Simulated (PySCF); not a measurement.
Theory: delta-SCF UKS SCAN, pcX-2 on the ionised atom, pcseg-1 elsewhere, spin-free X2C (PySCF). Geometries: PBE0-D3(BJ)/def2-SVP; isolated species, one conformer each. Values against the vacuum level.

Question: Rank by computed C 1s binding energy, lowest first.
A. C1 in `[CH3:1][C:2]1=[C:3]([F:4])[C@@H:5]1[OH:6]`
B. C1 in `[CH2:1]=[CH:2][N:3]=[CH2:4]`
C. C2 in `[CH3:1][CH2:2][C:3]#[N:4]`
D. C3 in `[N:1]#[C:2][CH2:3][C:4]([F:5])([F:6])[F:7]`
E. C4 in `[N:1]#[C:2][S:3][c:4]1[cH:5][cH:6][o:7][cH:8]1`

Answer: B (290.23 eV), A (291.43 eV), E (291.78 eV), C (292.54 eV), D (293.69 eV).

From the lowest up, the atoms are bonded to: C (double bond) and 2 H (290.23); C and 3 H (291.43); S and 2 C (aromatic in the SMILES) (291.78); 2 C and 2 H (292.54); 2 C and 2 H (293.69).

Question: Order these sites by rising N 1s binding energy.
A. Nitrogen in `N(=C)C=C`
B. Nitrogen in `[C-]#[N+]CC`
C. Nitrogen in `N#CCC(F)(F)F`

Answer: A (405.23 eV), C (405.96 eV), B (406.34 eV).

The highest is bonded to C (triple bond) and C, the lowest to C (double bond) and C; the range is 1.11 eV.

Question: Rank by computed O 1s binding energy, lowest first.
A. Oxygen in `N#CSc1ccoc1`
B. Oxygen in `[GeH3][O][GeH3]`
C. Oxygen in `CC1=C(F)[C@@H]1O`

Answer: B (536.96 eV), C (538.66 eV), A (540.52 eV).

The highest is bonded to 2 C (aromatic in the SMILES), the lowest to 2 Ge; the range is 3.56 eV.

1 of these hole states is spin-contaminated (⟨S²⟩ 0.87, against 0.75; counted from 0.85) and less certain.
